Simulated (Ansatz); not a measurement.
# An input for SiH2SO

SiH2SO has 5 atoms, charge 0, and is taken as a singlet.

```tsv
atom	x (Å)	y (Å)	z (Å)
O	-0.7156	0.0910	-0.5388
Si	-1.5500	0.5623	-1.8421
S	-3.5833	0.8447	-1.0760
H	-1.0329	-0.0406	0.3594
H	-3.3737	0.5405	0.2028
```

Settings wanted:

```
basis set              : pcseg-1
core potential         : none
integral approximation : automatic
task                   : energy
method                 : DFT
functional             : r2SCAN
dispersion             : D3(BJ)-ATM
reference              : RKS
relativity             : none
accuracy               : medium
```

**Question.** Write the Ansatz 0.2.0 input and the command.

**Answer.** This one ran through:

job.yaml:
```yaml
crystal:
  periodic: [false, false, false]
  atoms:
    - {symbol: O, position_ang: [-0.715600, 0.091020, -0.538840]}
    - {symbol: Si, position_ang: [-1.549990, 0.562290, -1.842090]}
    - {symbol: S, position_ang: [-3.583250, 0.844710, -1.076010]}
    - {symbol: H, position_ang: [-1.032900, -0.040610, 0.359350]}
    - {symbol: H, position_ang: [-3.373710, 0.540550, 0.202790]}
basis:
  gaussian: {orbitals: pcseg-1.json}
hamiltonian: {xc: {name: r2SCAN}, dispersion: d3bjatm}
```

```bash
$ ansatz run job.yaml --threads 1 --pin off --max-ram 2610MiB --events-out events.jsonl --progress --plain --runs-dir runs
```

(Basis files named in the input come from the Basis Set Exchange and aren't shown.)

Calculated total energy: -764.00393 Eh.
